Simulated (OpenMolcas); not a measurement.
# One shape, several levels: H2S2 (SMILES SS)

Aim: a comparison of 6 runs (HF/STO-3G, B2PLYP/STO-3G, B3LYP/STO-3G, PBE/STO-3G, SVWN5/STO-3G, MP2/STO-3G) of H2S2. 

Program for the calculation: OpenMolcas 26.06.

3 further runs of the same task are left out: 1 for a known fault of the program, 1 that didn't finish, 1 set aside as unsound or not needed.

### Step 1. Starting point

H2S2 has 4 atoms, charge 0, and is taken as a singlet. As SMILES, `SS`. The S1–H3 distance was set to 2.681 Å, away from the relaxed value. At this shape a bond of the SMILES string is far longer than usual.

Bond lengths: S1–S2 2.046 Å, S2–H4 1.341 Å. Angles: S1–S2–H4 98.2°.

### Step 2. A single-point energy at HF/STO-3G (run 1)

The input, mol.xyz:

```xyz
4

S      1.740235    -0.244996    -0.594929
S      1.006995     1.664014    -0.659919
H     -0.206390    -1.349250     0.881770
H      0.379125     1.586644    -1.842009
```

The input, test.input:

```
&GATEWAY
BASLIB=$CurrDir
COORD=mol.xyz
BASIS=STO-3G
GROUP=NoSym
&SEWARD
&SCF
THRESHOLDS=1e-10 1e-07 1e-07 1e-05
PRORBITALS=1 1
```

The basis set STO-3G is read from a file made from the Basis Set Exchange's data (not shown).

Run with:

```sh
$ export MOLCAS_MEM=1860
$ pymolcas test.input > test.log
```

Standard output:

```text
--- Start Module: gateway ---
[...]
--- Stop Module: gateway /rc=_RC_ALL_IS_WELL_ ---
--- Start Module: seward ---
[...]
      Basis functions           20
--- Stop Module: seward /rc=_RC_ALL_IS_WELL_ ---
--- Start Module: scf ---
[...]
       Convergence after  16 Iterations
[...]
::    Total SCF energy                               -787.2212583621
[...]
      Total spin, S                                     0.0000000000
[...]
      Total electronic charge=   34.000000
      Total            charge=   -0.000000
[...]
      Dipole Moment (debye):
      Origin of the operator (angstrom)=    1.3343    0.6915   -0.6229
                   X= -2.9719E-03               Y=  6.1991E-01               Z= -1.1842E+00           Total=  1.3366E+00
      Quadrupole Moment (debye*angstrom):
[...]
--- Stop Module: scf /rc=_RC_ALL_IS_WELL_ ---
[...]
```

Run time: 2.5 s. Hardware: 1 thread of Arm Neoverse N1, shared host; peak memory 0.37 GiB.

### Step 3. The energy at B2PLYP/STO-3G (run 2)

mol.xyz is that of step 2.

The input, test.inp:

```
>>> EXPORT MOLCAS_PRINT=2

&GATEWAY
 BasLib = $CurrDir
 Coord = mol.xyz
 Basis = STO-3G
 Group = NoSym

&SEWARD
 GridInput
 Grid=UltraFine
 End of Grid

&SCF
 KSDFT = B2PLYP_SCF
 Thresholds = 1e-10 1e-07 1e-07 1e-05
 PrOrbitals = 1 1

&MBPT2
 Frozen = 10
```

The basis set STO-3G is read from a file made from the Basis Set Exchange's data (not shown).

Run with:

```sh
$ export MOLCAS_MEM=1860
$ pymolcas test.inp > test.log
```

Standard output:

```text
--- Start Module: gateway ---
[...]
--- Stop Module: gateway /rc=_RC_ALL_IS_WELL_ ---
[...]
      Basis functions           20
[...]
--- Start Module: scf ---
[...]
       Convergence after  15 Iterations
[...]
::    Total KS-DFT energy                            -788.1655452365
[...]
      Total spin, S                                     0.0000000000
[...]
      Total electronic charge=   34.000000
      Total            charge=   -0.000000
[...]
      Dipole Moment (debye):
      Origin of the operator (angstrom)=    1.3343    0.6915   -0.6229
                   X= -1.5984E-03               Y=  8.9587E-01               Z= -1.2606E+00           Total=  1.5465E+00
      Quadrupole Moment (debye*angstrom):
[...]
--- Stop Module: scf /rc=_RC_ALL_IS_WELL_ ---
[...]
--- Start Module: mbpt2 ---
[...]
 ###    WARNING: MP2 implementation intended for RHF references only         ###
 ###############################################################################
MBPT2 WARNING: Reference function according to RunFile:KS-DFT
I'll assume you know what you're doing and continue
WARNING!
Default frozen orbitals as non valence orbitals is overwritten by user input.
Default values:  10
[...]
       Reference weight ( Cref**2 )         =        0.68706
::    Total MBPT2 energy                             -788.3693448998
[...]
      Total MBPT2 calculations                           0.05      0.06
--- Stop Module: mbpt2 /rc=_RC_ALL_IS_WELL_ ---
[...]
```

Run time: 6 s. Hardware: 1 thread of Arm Neoverse N1, shared host; peak memory 0.37 GiB.

Runs 3 to 5 aren't shown in full; the table further down has their settings and results.

### Step 4. The energy at MP2/STO-3G (run 6)

mol.xyz is that of step 3.

The input, test.inp:

```
&gateway
baslib=$CurrDir
coord=mol.xyz
basis=STO-3G
group=NoSym
&seward
&scf
thresholds=1e-10 1e-07 1e-07 1e-05
prorbitals=1 1
&mbpt2
frozen=10
```

The basis set STO-3G is read from a file made from the Basis Set Exchange's data (not shown).

Run with:

```sh
$ export MOLCAS_MEM=1860
$ pymolcas test.inp > test.log
```

Standard output:

```text
--- Start Module: gateway ---
[...]
--- Stop Module: gateway /rc=_RC_ALL_IS_WELL_ ---
[...]
      Basis functions           20
[...]
--- Start Module: scf ---
[...]
       Convergence after  16 Iterations
[...]
::    Total SCF energy                               -787.2212583621
[...]
      Total spin, S                                     0.0000000000
[...]
      Total electronic charge=   34.000000
      Total            charge=   -0.000000
[...]
      Dipole Moment (debye):
      Origin of the operator (angstrom)=    1.3343    0.6915   -0.6229
                   X= -2.9719E-03               Y=  6.1991E-01               Z= -1.1842E+00           Total=  1.3366E+00
      Quadrupole Moment (debye*angstrom):
[...]
--- Stop Module: scf /rc=_RC_ALL_IS_WELL_ ---
--- Start Module: mbpt2 ---
[...]
WARNING!
Default frozen orbitals as non valence orbitals is overwritten by user input.
Default values:  10
[...]
       Reference weight ( Cref**2 )         =        0.84340
::    Total MBPT2 energy                             -787.3552536225
[...]
      Total MBPT2 calculations                           0.05      0.06
--- Stop Module: mbpt2 /rc=_RC_ALL_IS_WELL_ ---
[...]
```

Wall time 2.6 s (1 thread of Arm Neoverse N1, shared host); peak memory 0.37 GiB.

### Step 5. Overview of the runs

```
run          level  frozen core orbitals  integration grid  energy (Eh)  dipole moment (D) of the reference  HOMO energy (eV)  LUMO energy (eV)  wall time
  1      HF/STO-3G                     –                 –  -787.221258                                1.34             -5.14              2.18      2.5 s
  2  B2PLYP/STO-3G                    10         UltraFine  -788.220571                                1.55             -4.05              0.38        6 s
  3   B3LYP/STO-3G                     –         UltraFine  -788.550959                                1.79             -3.21             -0.74      8.1 s
  4     PBE/STO-3G                     –         UltraFine  -788.194779                                1.90             -1.98             -1.06      9.3 s
  5   SVWN5/STO-3G                     –         UltraFine  -785.728545                                1.76             -1.79             -0.89      7.2 s
  6     MP2/STO-3G                    10                 –  -787.355254                                1.34             -5.14              2.18      2.6 s
```

### Step 6. Results

| quantity | value |
| --- | --- |
| run 6: total energy | -787.35525 Eh |
| run 6: dipole moment (mean-field density) | 1.34 D |
| run 6: HOMO energy (Hartree–Fock orbitals) | -5.14 eV |
| run 6: LUMO energy (Hartree–Fock orbitals) | 2.18 eV |
| run 6: HOMO–LUMO gap (Hartree–Fock orbitals) | 7.32 eV |
| run 6: correlation energy (10 core orbitals frozen) | -134.0 mEh |

What this shows: Over runs 1, 2, 3, 4, 5 the dipole moment (its size) runs from 1.34 D (HF/STO-3G) to 1.90 D (PBE/STO-3G). Over runs 1, 2, 3, 4, 5 the HOMO–LUMO gap runs from 0.91 eV (SVWN5/STO-3G) to 7.32 eV (HF/STO-3G). Exact exchange widens orbital gaps. For B2PLYP the log adds the whole second-order term; the table takes 0.27 of it, as the functional is defined. Totals of different functionals can't be ranked against each other. In runs 1, 2, 3, 4, 5, 6 the basis is minimal, so the values are rough. In runs 1, 2, 3, 4, 5, 6 a closed-shell determinant meets a far-stretched bond, which it describes badly. All runs together took 36 s, the longest 9.3 s.
